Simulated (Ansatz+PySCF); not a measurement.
Results of a calculation; reference values are marked as such.
**Several solutions for singlet BH**

| atom | x (Å) | y (Å) | z (Å) |
| --- | --- | --- | --- |
| B | 0.0000 | 0.0000 | -0.2254 |
| H | 0.0000 | 0.0000 | 1.1271 |

Basis set: def2-SVP (spherical functions). Charge 0, multiplicity 1.

UHF was run from several starts with Ansatz (development build ahead of 0.2.0) and PySCF 2.14.0.

```
run  program                                 start  converged  energy (hartree)  <S²>
  A    PySCF                      program defaults        yes         -25.09395  0.00
  B   Ansatz               atomic start, no search        yes         -25.09395  0.00
  C    PySCF    guess atom, instabilities followed        yes         -25.09994  0.46
  D    PySCF  guess huckel, instabilities followed        yes         -25.09994  0.46
  E    PySCF      guess 1e, instabilities followed        yes         -25.09994  0.46
  F   Ansatz               stability test followed        yes         -25.09994  0.46
  G    PySCF   guess minao, instabilities followed        yes         -25.09994  0.46
  H   Ansatz           search for the lowest state        yes         -25.09994  0.46
```

Q: Which runs reached the lowest solution of this kind, and what is wrong with the others?

A: C, D, E, F, G, H reached the lowest solution found. Converged but too high: A by 0.16 eV, B by 0.16 eV. Convergence only shows a stationary point, and even a stable one can lie too high; stability tests and further starts are what find lower ones. Caution: the unrestricted determinant is spin contaminated. Caution: the determinant breaks the point group.
